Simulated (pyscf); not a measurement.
# Routes from cyclic C₃H₄ (SMILES [C]1CC1) [singlet]

Candidate steps break at most two bonds and form at most two. Each was searched with GFN2-xTB (tblite) first. Single points on ωB97X-D3(BJ)/def2-SVP structures (PySCF, gas phase). Correlated levels are frozen-core, on RHF or UHF. ΔMP2 is the change of the MP2 total energy from the triple- to the quadruple-zeta basis. Energies: CCSD(T)/def2-TZVPP + ΔMP2(QZVPP), eV, from the reactant's lowest minimum found, singlet surface.

```csv
products,type,ΔE‡,ΔE,ΔG‡ 298 K,ΔG‡ 900 K,ν‡ (cm⁻¹)
H₂C=C=CH₂,ring opening,0.27,-2.91,0.23,0.21,614i
cyclic C₃H₄ (SMILES C1=CC1),hydrogen shift,0.56,-1.95,0.50,0.50,739i
```

Plain bond fissions and candidates not yet searched are not listed, and one of them may be faster. Each barrier is that of the saddle found; lower ones may exist. A restricted singlet here is unstable towards spin polarisation, as is usual where a triplet lies low; its energy is less safe. The CCSD(T) − MP2 part came from Ansatz, without density fitting, on the same reference.
